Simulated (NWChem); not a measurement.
Molecule: methanethiol (CH₄S); SMILES CS

Results from NWChem. Pople sets run with spherical d functions. Each level has its own optimisation; frequencies are unscaled.

```csv
level,r C–S (Å),r C–H (Å),r H–S (Å),highest harmonic frequency (cm⁻¹),lowest (cm⁻¹),zero-point energy (kcal/mol),dipole (D)
Hartree-Fock/STO-3G,1.798,1.086,1.331,3748,263,34.9,0.96
Hartree-Fock/3-21G,1.894,1.077,1.352,3348,227,30.5,2.12
Hartree-Fock/6-31G*,1.817,1.081,1.326,3322,259,31.1,1.78
B3LYP/6-31G*,1.836,1.093,1.350,3164,248,29.1,1.73
"LDA (Slater exchange, VWN5)/def2-SVP",1.806,1.109,1.364,3091,263,27.9,1.52
PBE/def2-SVP,1.827,1.107,1.363,3095,255,28.0,1.49
BLYP/def2-SVP,1.849,1.107,1.365,3069,246,27.8,1.39
PBE0/def2-SVP,1.812,1.099,1.350,___,258,28.9,___
```

Question: Complete the blanks.

Answer: 
- PBE0/def2-SVP, highest harmonic frequency (cm⁻¹): 3187
- PBE0/def2-SVP, dipole (D): 1.58
